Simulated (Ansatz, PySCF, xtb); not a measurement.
Potential energy curve for NH, triplet.

- GFN1-xTB (xtb)
- UKS-B3LYP/6-31G* = unrestricted B3LYP/6-31G*, spherical d (PySCF)
- UKS-B3LYP/3-21G = unrestricted B3LYP/3-21G (PySCF)
- FCI = full CI/def2-TZVP, frozen core (Ansatz, a first-principles code)

Energies relative to the lowest point of each curve near equilibrium, in mEh; the last columns give the difference from FCI:

```tsv
R / Å	GFN1-xTB	UKS-B3LYP/6-31G*	UKS-B3LYP/3-21G	FCI	GFN1-xTB − FCI	UKS-B3LYP/6-31G* − FCI	UKS-B3LYP/3-21G − FCI
0.84	41.9	47.0	53.3	44.1	-2.2	2.9	9.2
0.90	16.8	20.4	25.2	18.8	-2.0	1.6	6.4
0.94	7.4	9.8	13.6	8.9	-1.5	1.0	4.7
0.99	1.4	2.5	4.7	2.1	-0.7	0.4	2.6
1.01	0.4	1.0	2.6	0.8	-0.4	0.2	1.8
1.04	0.0	0.0	0.6	0.0	0.0	0.0	0.6
1.09	1.9	1.0	0.0	1.3	0.6	-0.3	-1.3
1.15	7.3	5.5	2.4	6.0	1.3	-0.5	-3.6
1.20	13.7	11.1	6.3	11.7	2.0	-0.6	-5.4
1.28	26.4	22.3	14.9	22.9	3.6	-0.5	-7.9
1.42	52.9	44.8	33.7	44.6	8.3	0.2	-10.9
1.55	78.0	65.7	52.6	64.0	14.0	1.7	-11.4
1.73	110.2	90.3	76.2	86.3	23.9	4.1	-10.1
1.87	132.5	104.2	90.0	99.0	33.5	5.2	-9.0
2.07	159.4	116.9	103.1	110.8	48.6	6.1	-7.7
2.26	179.7	123.9	110.6	116.9	62.8	7.0	-6.3
2.55	202.1	129.3	116.7	121.0	81.0	8.3	-4.4
2.85	—	132.0	119.6	122.5	—	9.4	-2.9
3.13	—	133.1	121.0	123.0	—	10.1	-2.1
3.65	—	134.0	121.9	123.3	—	10.7	-1.4
4.11	—	134.2	122.1	123.4	—	10.8	-1.3
```

GFN1-xTB is furthest from FCI at 2.55 (81.0 mEh, above); its mean absolute difference over the points is 16.9 mEh.

UKS-B3LYP/6-31G* is furthest from FCI at 4.11 (10.8 mEh, above); its mean absolute difference over the points is 3.9 mEh.

UKS-B3LYP/3-21G is furthest from FCI at 1.55 (-11.4 mEh, below); its mean absolute difference over the points is 5.3 mEh.

Dashes: no converged value, or the column stops at the first point that the program doubted or that broke a chosen test of continuity, which isn't proof of a fault.

The unrestricted determinant behind UKS-B3LYP/6-31G*, UKS-B3LYP/3-21G is spin-contaminated at 1.73 to 4.11 Å (<S²> up to 3.0, against 2.00 for a pure triplet).
